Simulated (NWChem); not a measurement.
Molecule: disilane (Si2H6); SMILES [SiH3][SiH3]

```xyz
8

Si     0.0000     0.0000     1.1730
Si     0.0000     0.0000    -1.1730
H     -0.9924     0.9924     1.6890
H      1.3556     0.3632     1.6890
H     -0.3632    -1.3556     1.6890
H     -1.3556    -0.3632    -1.6890
H      0.9924    -0.9924    -1.6890
H      0.3632     1.3556    -1.6890
```
Atoms are numbered in this order, from 1.

Results from NWChem. Pople sets run with spherical d functions. All runs use the structure optimised with PBE0/def2-SVP. Total energies compare along this basis series because the functional is fixed.

```json
[
 {"level": "PBE0/STO-3G", "basis functions": "24", "energy (Ha)": "-575.6236", "highest occupied level (eV)": "-6.18", "orbital gap (eV)": "12.54"},
 {"level": "PBE0/3-21G", "basis functions": "38", "energy (Ha)": "-579.2215", "highest occupied level (eV)": "-8.58", "orbital gap (eV)": "9.43"},
 {"level": "PBE0/6-31G*", "basis functions": "48", "energy (Ha)": "-582.2800", "highest occupied level (eV)": "-8.34", "orbital gap (eV)": "9.04"},
 {"level": "PBE0/6-31+G*", "basis functions": "56", "energy (Ha)": "-582.2822", "highest occupied level (eV)": "-8.41", "orbital gap (eV)": "[?]"},
 {"level": "PBE0/6-311G**", "basis functions": "88", "energy (Ha)": "-582.3332", "highest occupied level (eV)": "-8.41", "orbital gap (eV)": "8.84"},
 {"level": "PBE0/6-311++G**", "basis functions": "102", "energy (Ha)": "-582.3335", "highest occupied level (eV)": "-8.41", "orbital gap (eV)": "8.35"}
]
```

Task: What belongs in the gaps?

Result: 
- PBE0/6-31+G*, orbital gap (eV): 8.52
